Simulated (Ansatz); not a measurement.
A structure relaxed at r2SCAN-D4/def2-TZVP in Ansatz, charge 1, singlet:

```xyz
3

B     0.1528   -0.2811   -0.3612
Al    0.8749    1.6542   -0.5951
Al   -1.0277   -1.3731    0.9563
```

Task: Give its formula and point group.

Result: the cluster Al2B⁺. Point group C2v (tolerance 0.1 Å).

Task: Summarise the bond lengths by kind (pairs closer than 1.2 times the sum of covalent radii, bridged metal pairs left out).

Result: 2 × Al–B 2.08 Å.

The restricted singlet is unstable towards broken spin symmetry in Hartree–Fock (as tested in another run); at r2SCAN-D4/def2-TZVP this wasn't settled. An occupied level of the charge 1 singlet lies above an empty one (by up to 0.04 eV), so this SCF solution is probably not the lowest. Another isomer (triplet) lies 0.99 eV lower at PBE0-D4/def2-TZVP; other spin states weren't run for this one.
